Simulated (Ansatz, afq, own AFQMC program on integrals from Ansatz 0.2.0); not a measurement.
# The Si1–H5 bond of Si3PH9, singlet, worked out

```xyz
13

Si   -1.2069    1.4818   -0.4978
P     0.6715    0.2937   -0.9151
Si    1.5567    0.3479    1.1652
Si   -0.2312   -1.7779   -0.8289
H    -2.0905    1.3853   -1.6981
H    -1.9616    1.0004    0.7019
H    -0.8142    2.9070   -0.2846
H     0.5900   -0.0566    2.2341
H     2.7276   -0.5790    1.1933
H     2.0214    1.7419    1.4331
H     0.8854   -2.7697   -0.8524
H    -1.0655   -2.0134    0.3914
H    -1.0828   -1.9614   -2.0421
```

The molecule and both fragments are relaxed with PBE0/def2-SVP; the fragments keep their bonds.

Basis def2-TZVP. Only valence electrons are correlated. Integrals, coupled cluster, full CI and functionals: Ansatz 0.2.0; the random walks run on the same integrals in our own AFQMC program. ph-AFQMC/CISD is guided by a CISD state made of CCSD amplitudes; releasing the constraint for a short imaginary time cuts its bias at the price of noise, slowly where states lie close. Uncertainties: one standard error, sampling alone.

Total energies in eV. CBS is CCSD(T) at the limit of def2-TZVPP/QZVPP (extrapolated itself); the highest rung of each member is named.

Cautions: Si₃PH₉ (singlet): the released value is read at 0.90 1/Eh with a noise of 23 meV, more than in the cases checked (meV from the phaseless value at times in 1/Eh: -4 ± 16 at 0.21, -1 ± 23 at 0.42, -12 ± 25 at 0.63, -13 ± 23 at 0.90); Si₃PH₈ (doublet): the released value is read at 0.90 1/Eh with a noise of 29 meV, more than in the cases checked (meV from the phaseless value at times in 1/Eh: -18 ± 19 at 0.21, -50 ± 18 at 0.42, -44 ± 33 at 0.63, -22 ± 29 at 0.90).

| member | count | CCSD(T)/def2-TZVP | highest rung in def2-TZVP | which | CCSD(T)/CBS |
| --- | --- | --- | --- | --- | --- |
| Si₃PH₈, doublet | +1 | -33002.1389 | -33002.2253 ± 0.0292 | released AFQMC | -33005.6462 |
| H (doublet) | +1 | -13.6005 | -13.6005 | FCI | -13.6059 |
| Si₃PH₉, singlet | -1 | -33019.7068 | -33019.8149 ± 0.0228 | released AFQMC | -33023.3477 |

**Question.** Work out the best estimate of the bond energy: the CCSD(T)/CBS difference plus the step from CCSD(T) to the highest rung.

**Answer.** Sums with the counts: CCSD(T)/CBS 4.0956 eV, highest rung 3.9891 eV, CCSD(T)/def2-TZVP 3.9674 eV. The step is 3.9891 − 3.9674 = 0.0217 eV, so the best estimate is 4.0956 + (0.0217) = 4.1173 eV, with sampling noise 0.037 eV. The step is under twice that noise, so its sign is open. The basis set is worth 0.128 eV of it. Zero-point, core-correlation and spin–orbit terms aren't in it. Past Ne the Hartree–Fock part of each CBS total tends to overshoot, since the cores don't follow the formula; that largely cancels in the difference.

Best estimates are given only where the step beyond CCSD(T) is under 0.3 eV and no member's determinant is very poor (T1 over 0.05, or 0.07 for open shells, ⟨S²⟩ too high by 0.3, two states mixed), so the hardest cases are missing from such tables.

Each member of a difference takes its own highest rung, so a best estimate needn't equal the limit plus the step of one row. Released energies are given only where the last usable release times agree within the noise; a slower fall can still hide under it.
